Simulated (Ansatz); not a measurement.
For rock-salt CaO, LDA in Ansatz (PAW) gives:

elastic constant C11: 260 GPa
elastic constant C44: 80.0 GPa
Voigt–Reuss–Hill shear modulus: 87.0 GPa

Task: What does r²SCANh in Ansatz (plane waves, PAW) give for the same quantities?

Result: 
- elastic constant C11: 235 GPa (shrinks by 9.6 %)
- elastic constant C44: 80.9 GPa (grows by 1.1 %)
- Voigt–Reuss–Hill shear modulus: 83.4 GPa (drops by 4.1 %)

For comparison: elastic constant C11 219 GPa (measured, room temperature, no zero-point or thermal correction; as tabulated in Speziale et al. (2006), doi:10.1029/2005jb003823); elastic constant C44 80 GPa (measured, room temperature, not corrected to a static lattice; as tabulated in Speziale et al. (2006), doi:10.1029/2005jb003823).

Changes are worked out from the printed values.

Unless a cell is named, each level is at its own relaxed cell (LDA 13.04, r²SCANh 13.72 Å³/atom).

Ansatz's density-functional and Hartree–Fock values are scalar-relativistic unless marked +SOC, with PAW data made under PBE.

Ansatz is a first-principles code.
